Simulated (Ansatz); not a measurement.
# BH₃S (triplet): from Hartree-Fock to the top rungs at distance B1–H4 along a hydrogen transfer = 1.773 Å, cc-pVDZ

One table from this session's results is given with a row withheld; the runs are named, their logs left out.

Method: cc-pVDZ, core rule «outside noble gas», up to 6 orbitals frozen; program: Ansatz 0.2.0, Gaussian basis.

Plan: UHF; CCSD(T) on ROHF; CCSD(T) on UHF; BCCD(T) on ROHF; CISD; CCSDT(Q) on ROHF; CCSDT(Q) on UHF; CASSCF and MRCISD+Q, 4 electrons in 4 orbitals; CASSCF and NEVPT2, 4 electrons in 4 orbitals.

11 further runs of the same task are left out: 5 for a known fault of the program, 2 for a mislabelled method, 4 that didn't finish.

**The geometry**

The geometry derives from fragments relaxed apart (PBE0/def2-TZVP) and kept rigid, so it is no stationary point. A hydrogen atom is moved between rigid fragments.

5 atoms, charge 0, spin multiplicity 3.

Atoms are counted from 1 here; the program's logs count them from 0.

Bond lengths: B1–H2 1.193 Å, B1–H3 1.193 Å, H4–S5 1.477 Å. Angles: H2–B1–H3 120.0°.

The first run:

The input, in.yaml:

```yaml
crystal:
  periodic: [false, false, false]
  atoms:
    - {symbol: B, position_ang: [-2.283133, 0.000000, 0.000000]}
    - {symbol: H, position_ang: [-2.879866, 1.033571, 0.000000]}
    - {symbol: H, position_ang: [-2.879866, -1.033571, 0.000000]}
    - {symbol: H, position_ang: [-0.510133, 0.000000, 0.000000]}
    - {symbol: S, position_ang: [0.966867, 0.000000, 0.000000]}
basis:
  gaussian: {orbitals: cc-pVDZ}
magnetization: {spin_polarized: true, initial_magnetization: 2}
hamiltonian: {xc: hf}
output: {orbitals: {seedname: orbitals}}
```

Started as:

```sh
$ ansatz run in.yaml --threads 1 --pin off --events-out ev --progress --plain --max-ram 2393MiB
```

Steps of the session up to this table: UHF; CCSD(T) on ROHF; CCSD(T) on UHF; BCCD(T) on ROHF; CISD; CCSDT(Q) on ROHF; CCSDT(Q) on UHF; CASSCF and MRCISD+Q, 4 electrons in 4 orbitals; CASSCF and NEVPT2, 4 electrons in 4 orbitals.

One table of the session follows, with a row left open; its other results are not shown here.

```
       method  from UCCSDT(Q) (kJ/mol)
         ROHF                   +641.0
          UHF                   +616.7
         RMP2                   +123.0
         UMP2                   +124.6
         CISD                        ?
        RCCSD                    +15.9
        UCCSD                    +15.3
     RCCSD(T)                     +3.3
     UCCSD(T)                     +3.3
      BCCD(T)                     +3.3
       RCCSDT                     +0.8
       UCCSDT                     +0.7
    RCCSDT(Q)                      0.0
    UCCSDT(Q)                        0
  CASSCF pair                   +584.2
  NEVPT2 pair                   +116.1
  MRCISD pair                    +54.5
MRCISD+Q pair                     +2.9
```

Q: Estimate the row for CISD from the others.

As computed: from UCCSDT(Q) (kJ/mol): +64.7. In the column «from UCCSDT(Q) (kJ/mol)» it lies between MRCISD pair (+54.5) and NEVPT2 pair (+116.1).

Among the levels timed on like hardware and quicker than the yardstick, those that no quicker one beats, quickest first: NEVPT2 pair (2.6 s, +116.1 kJ/mol); MRCISD+Q pair (2.8 s, +2.9 kJ/mol).

To keep in mind: Of the multireference levels listed MRCISD+Q pair comes nearest in total energy (+2.9 kJ/mol), which doesn't show that its space is the better one. Restricted and unrestricted rows rest on different reference determinants; where their highest levels disagree by more than a few hundredths of an eV, they describe different states and don't form one ladder.
